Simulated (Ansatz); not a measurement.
**Worked example: the enthalpy of C3H7Cl + C2H5NO → C3H9N + C2H3ClO**

Gas-phase species: C3H7Cl (2-chloropropane) `CC(C)Cl`, singlet; C2H5NO (acetamide) `CC(N)=O`, singlet; C3H9N (isopropylamine) `CC(C)N`, singlet; C2H3ClO (acetyl chloride) `CC(=O)Cl`, singlet. The partners trade Cl for NH2; both sit on C, so the bond types are kept.

Shapes, held fixed at every level: PBE0-D4/def2-TZVP. Flexible molecules stand in one conformer, not always the lowest. Programs: Ansatz 0.2.0. The zero-point and thermal terms to 298 K, harmonic and unscaled (PBE0-D4/def2-TZVP), stand in the table.

At CCSD(T)/def2-SVP; 1 Eh = 2625.50 kJ/mol:

| species | energy (Eh) | H(298 K) − E (kJ/mol) | tabulated ΔfH (kJ/mol) |
| --- | --- | --- | --- |
| C3H7Cl | -577.599178 | 265.0 | -144.9 |
| C2H5NO | -208.496249 | 209.6 | -238.3 |
| C3H9N | -173.851594 | 334.6 | -83.7 |
| C2H3ClO | -612.224791 | 139.1 | -241.5 |

Task: Work out the reaction enthalpy at 298 K from the calculation and from the table of heats.

Result: 
1. Electronic: (-173.851594) + (-612.224791) − [(-577.599178) + (-208.496249)] = 0.019042 Eh = +50.0 kJ/mol.
2. Zero-point and thermal: (334.6) + (139.1) − [(265.0) + (209.6)] = -0.9 kJ/mol.
3. Computed ΔH = +49.1 kJ/mol.
4. From the heats of formation (Active Thermochemical Tables, CRC Handbook of Chemistry and Physics): (-83.7) + (-241.5) − [(-144.9) + (-238.3)] = +58.0 kJ/mol.
5. Computed less tabulated: -8.9 kJ/mol. Tabulated heats carry uncertainties of their own.
